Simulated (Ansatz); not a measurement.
Total energies of AlH2(CH2SiH3) (CH₇AlSi) from Ansatz at PBE0-D4/def2-TZVP, gas phase (1 Eh = 27.2114 eV = 2625.5 kJ/mol). The reference geometry is relaxed at r2SCAN-D4/def2-TZVP.

```
                 state                        geometry  energy (Eh)
      charge 0 singlet                       reference   -573.96228
      charge 1 doublet                       reference   -573.59228
      charge 1 doublet  relaxed at r2SCAN-D4/def2-TZVP   -573.63180
free Al atom (doublet)                               –   -242.24894
 free H atom (doublet)                               –     -0.50104
 free C atom (triplet)                               –    -37.80537
free Si atom (triplet)                               –   -289.24943
```

Q: Work out the vertical ionisation energy to the doublet.

A: E(charge 1 doublet) − E(charge 0 singlet) = -573.59228 − (-573.96228) = 0.37000 Eh = 10.07 eV. For comparison, −ε of the highest occupied level is 8.09 eV at this level, 1.98 eV less.

Q: How much does the charge 1 doublet relax, and what is the adiabatic ionisation energy?

A: Relaxation: -573.59228 − (-573.63180) = 0.03952 Eh = 1.08 eV. Adiabatic ionisation energy: 0.33048 Eh = 8.99 eV, without zero-point energy. Bonds change on the way (0 lost, 1 formed), so the relaxed form is another species. 

Q: What is the binding energy per atom against free atoms?

A: Atoms: 1 × (-242.24894) + 7 × (-0.50104) + 1 × (-37.80537) + 1 × (-289.24943) = -572.81102 Eh. Binding: -572.81102 − (-573.96228) = 1.15126 Eh = 31.33 eV, or 3.13 eV for each of 10 atoms (no zero-point energy, no counterpoise term).
